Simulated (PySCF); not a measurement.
C3H3 (charge +1).
Atom-mapped SMILES: `[CH:1]#[C:2][CH2+:3]` (hydrogens: H4 on C1; H5, H6 on C3)

Level: CAM-B3LYP/def2-SVPD in PySCF, non-relativistic, on one gas-phase PBE0-D3(BJ)/def2-SVP geometry that isn't relaxed in the solvent. The solvent is an IEF-PCM continuum (cavity from Bondi-type radii × 1.2), and excitations are vertical TDDFT with non-equilibrium linear response and a frozen core. The model holds no explicit solvent molecules, cavitation or dispersion.

Gas-phase singlets (H = HOMO, L = LUMO):

| state | E (eV) | λ (nm) | f | leading configuration |
| --- | --- | --- | --- | --- |
| S1 | 2.192 | 566 | 0.000 | H→L 100% |
| S2 | 5.281 | 235 | 0.130 | H-1→L 85% |
| S3 | 7.115 | 174 | 0.000 | H-2→L 95% |
| S4 | 7.915 | 157 | 0.010 | H-3→L 97% |
| S5 | 8.082 | 153 | 0.000 | H-1→L+1 96% |

**Question.** What are the lowest 5 singlets in cyclohexane (ε = 2.017)?

**Answer.** 
```json
{"state": "S1", "E (eV)": "2.214", "λ (nm)": "560", "f": "0.000", "leading configuration": "H→L 100%", "change by rank (eV)": "+0.022"}
{"state": "S2", "E (eV)": "5.174", "λ (nm)": "240", "f": "0.174", "leading configuration": "H-1→L 87%", "change by rank (eV)": "-0.107"}
{"state": "S3", "E (eV)": "7.068", "λ (nm)": "175", "f": "0.000", "leading configuration": "H-2→L 95%", "change by rank (eV)": "-0.047"}
{"state": "S4", "E (eV)": "7.889", "λ (nm)": "157", "f": "0.012", "leading configuration": "H-3→L 97%", "change by rank (eV)": "-0.026"}
{"state": "S5", "E (eV)": "8.065", "λ (nm)": "154", "f": "0.000", "leading configuration": "H-1→L+1 96%", "change by rank (eV)": "-0.017"}
```

**Question.** How do the frontier levels move from gas to cyclohexane?

**Answer.** 
```csv
orbital,gas (eV),solvent (eV),change (eV),"Löwdin shares, gas","Löwdin shares, solvent"
LUMO+2,-3.47,-1.04,+2.43,"C3 34 %, C2 26 %, C1 16 %, H6 11 %","C3 33 %, C2 26 %, C1 20 %, H6 10 %"
LUMO+1,-5.09,-2.38,+2.71,"C1 37 %, C2 33 %, C3 12 %, H4 7 %","C1 36 %, C2 33 %, C3 12 %, H4 8 %"
LUMO,-9.91,-7.16,+2.75,"C3 40 %, C1 32 %, C2 18 %","C3 40 %, C1 32 %, C2 18 %"
HOMO,-16.80,-14.08,+2.72,"C1 45 %, C2 38 %, C3 8 %","C1 45 %, C2 37 %, C3 9 %"
HOMO-1,-18.12,-15.39,+2.73,"C2 44 %, C1 26 %, C3 25 %","C2 44 %, C1 26 %, C3 24 %"
HOMO-2,-21.76,-18.98,+2.78,"C3 49 %, H5 17 %, H6 17 %, C2 14 %","C3 49 %, H5 17 %, H6 17 %, C2 14 %"
HOMO-3,-22.56,-19.80,+2.76,"C3 35 %, C2 19 %, C1 19 %, H4 10 %","C3 35 %, C2 19 %, C1 18 %, H4 10 %"
```

The HOMO–LUMO gap goes from 6.90 to 6.92 eV.
